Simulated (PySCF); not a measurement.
# A diatomic session: Cl₂

An exercise on one series of results from a longer session: the logs are not shown, and one member is left open.

Method: Cl def2-TZVPP, no relativity; program: PySCF 2.14.0.

Set-up of the first run:

A driver script around PySCF takes these settings:

* atoms: Cl, Cl
* charge: 0
* basis: Cl def2-TZVPP
* Hamiltonian: no relativity
* basis functions: 84
* electrons treated: 34
* masses in u: 34.9689, 34.9689
* levels: PBE0, PBE, r²SCAN, M06-L, PW91, revPBE, B97-3, ωB97X, HF, MP2, SCS-MP2, CCSD, CCSD(T)
* grid: 80 radial by 434 angular points
* occupations: held fixed by the projection of orbital angular momentum
* dissociation limit: Cl + Cl, each in its ground configuration
* starting distance in angstrom: 1.940
* values of 2S to try: 0, 2

Started as:

```
> OMP_NUM_THREADS=1 python dia.py task.json out
```

Steps of the session up to this table: Input; First curve: PBE0; Other states along the same grid; PBE (GGA); r²SCAN (meta-GGA); M06-L (meta-GGA); PW91; revPBE (GGA); B97-3 (global hybrid GGA); ωB97X (range-separated hybrid); RHF (mean field); MP2 and coupled cluster.

One of the session's tables, all rows but one given; the rest of the session is left out.

Energy (eV) from each level's lowest point:

| R (Å) | RHF | RHF-MP2 | RHF-SCS-MP2 | RHF-CCSD | RHF-CCSD(T) |
| --- | --- | --- | --- | --- | --- |
| 1.709 | 1.341 | 1.337 | 1.409 | n/a | n/a |
| 1.788 | 0.581 | 0.595 | 0.645 | 0.652 | 0.674 |
| 1.868 | 0.171 | 0.188 | 0.218 | 0.222 | 0.237 |
| 1.927 | 0.032 | 0.043 | 0.058 | 0.060 | 0.068 |
| 1.987 | 0.000 | 0.000 | 0.000 | 0.000 | 0.000 |
| 2.047 | 0.051 | 0.034 | 0.019 | 0.018 | 0.008 |
| 2.126 | ? | ? | ? | ? | ? |
| 2.225 | 0.521 | 0.422 | 0.365 | 0.361 | 0.313 |
| 2.345 | 0.979 | 0.804 | 0.720 | 0.712 | 0.629 |
| 2.504 | 1.649 | 1.350 | 1.228 | n/a | n/a |

Estimate the missing values for R (Å) = 2.126.

Worked estimate for «RHF». A straight line through the neighbours (2.047, 0.051) and (2.225, 0.521) gives 0.051 + (0.521 − 0.051) × (2.126 − 2.047) / (2.225 − 2.047) = 0.260; a parabola fitted to 4 rows on both sides gives 0.226.

The run gave: RHF: 0.214; RHF-MP2: 0.165; RHF-SCS-MP2: 0.132; RHF-CCSD: 0.129; RHF-CCSD(T): 0.104. In «RHF» the line misses by +0.046 and the parabola by +0.012.

Lowest PBE0 solution found, without spin–orbit coupling: ¹Σg⁺ (singlet), closed shell. State 2 has its PBE0 minimum 1.98 eV higher. The other levels ran on the lowest alone.

Caveats from the session: Warnings in the runs' records: inverted.
